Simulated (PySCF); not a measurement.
dimethylketene, C₄H₆O, SMILES CC(C)=C=O, point group C2v.

Level: PBE0/pcSseg-1 in PySCF (density fitting, grid level 1); geometry and Hessian at that level, cubic constants and property derivatives from steps of ±1.0 along each species' dimensionless normal coordinates, second-order vibrational perturbation theory. The parent has the commonest isotopes.

Equilibrium geometry (Å):

```
atom        x        y        z
  C1   1.2444  -0.5684  -0.1051
  C2   0.0357   0.3065   0.0880
  C3  -1.3331  -0.2598  -0.1766
  C4   0.1741   1.5491   0.4812
  O5   0.2977   2.6550   0.8310
  H6   1.3036  -0.9212  -1.1436
  H7   2.1780  -0.0460   0.1230
  H8   1.1897  -1.4524   0.5446
  H9  -1.5307  -1.1168   0.4813
 H10  -1.4109  -0.6105  -1.2145
 H11  -2.1266   0.4753  -0.0132
```

Q: Give the equilibrium and ground-state rotational constants (MHz) of parent; ²H at 6.

A: 
```json
{"species": "parent", "Ae": "8330.1", "Be": "3892.4", "Ce": "2744.1", "A0": "8269.8", "B0": "3884.5", "C0": "2730.7", "Δ0 (u Å²)": "-6.136", "harmonic ZPE (cm⁻¹)": "19694"}
{"species": "²H at 6", "Ae": "7995.4", "Be": "3769.6", "Ce": "2667.5", "A0": "7941.3", "B0": "3760.8", "C0": "2654.1", "Δ0 (u Å²)": "-7.606", "harmonic ZPE (cm⁻¹)": "19001"}
```

Δ0 = Ic − Ia − Ib from the ground-state constants.

Q: How is the parent's vibrational correction B0 − Be made up?

A: 
```tsv
axis	harmonic	Coriolis	cubic	total (MHz)
a	21.1	-16.7	-64.7	-60.3
b	6.83	-5.46	-9.25	-7.88
c	1.12	-2.06	-12.6	-13.5
```

Q: And its quartic centrifugal distortion constants from the harmonic force field?

A: Asymmetric top, A reduction, Ir representation: ΔJ = 0.621 kHz, ΔJK = 12.9 kHz, ΔK = -3.62 kHz, δJ = 0.223 kHz, δK = 7.66 kHz.

A mode lies under 250 cm⁻¹, where this perturbation treatment is rough. Internal rotors are held in one well.
